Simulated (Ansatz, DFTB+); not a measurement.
**C5H7N: which of these isomers lies lowest?**

2 of its isomers, all singlets with charge 0: A = 3-methylpyrrole `Cc1cc[nH]c1`; B = 2-methyl-1H-pyrrole `Cc1ccc[nH]1`.

Shapes, held fixed at every level: PBE0-D4/def2-TZVP. Programs: Ansatz 0.2.0, DFTB+ 25.1.

Enthalpies at 298 K in kJ/mol, with harmonic thermal terms from PBE0-D4/def2-TZVP. Measured gas-phase heats of formation: A CRC Handbook of Chemistry and Physics; B CRC Handbook of Chemistry and Physics.

```tsv
level	kind	B − A
DFTB2	semi-empirical	-5.7
HF/def2-SVP	Hartree–Fock	-6.3
HF/def2-TZVPP	Hartree–Fock	-6.4
PBE-D4/def2-TZVPP	GGA	-5.3
BHLYP-D4/def2-TZVPP	global hybrid	-5.9
MP2/def2-SVP	perturbation theory	-4.6
MP2/def2-TZVPP	perturbation theory	-5.1
CCSD/def2-SVP	coupled cluster or CI	-4.9
CCSD(T)/CBS estimate	coupled cluster or CI	-5.7
measured	experiment	+3.8
```

Experiment puts A lowest of these. DFTB2, HF/def2-SVP, HF/def2-TZVPP, PBE-D4/def2-TZVPP, BHLYP-D4/def2-TZVPP, MP2/def2-SVP put B lowest. Absolute errors: MP2/def2-SVP 8.4; CCSD/def2-SVP 8.7; MP2/def2-TZVPP 8.9; PBE-D4/def2-TZVPP 9.1; DFTB2 9.5; CCSD(T)/CBS estimate 9.5; BHLYP-D4/def2-TZVPP 9.7; HF/def2-SVP 10.1; HF/def2-TZVPP 10.2 kJ/mol. The CBS estimate extrapolates MP2 from def2-TZVPP and def2-QZVPP and adds CCSD(T) − MP2 in the triple-zeta set, cores frozen.
